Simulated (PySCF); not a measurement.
ammonia (H₃N), SMILES N. Atoms are numbered in the order given.

```xyz
4

N      0.0000     0.0000     0.1137
H     -0.8137    -0.4698    -0.2653
H      0.0000     0.9396    -0.2653
H      0.8137    -0.4698    -0.2653
```
Charge 0, spin multiplicity 1.

Geometry optimised at PBE0-D3(BJ)/def2-TZVPD.

Level of theory: PBE/def2-TZVPD (PySCF).

Symmetry labels are those of the subgroup Cs that the program uses (full group C3v).

Computed valence orbital energies around the gap with their symmetry:
```csv
orbital,symmetry,energy (eV)
HOMO−4,A',-379.93
HOMO−3,A',-21.17
HOMO−2,A',-11.30
HOMO−1,A",-11.30
HOMO,A',-6.13
LUMO,A',-0.31
LUMO+1,A",1.89
LUMO+2,A',1.89
LUMO+3,A',3.19
```
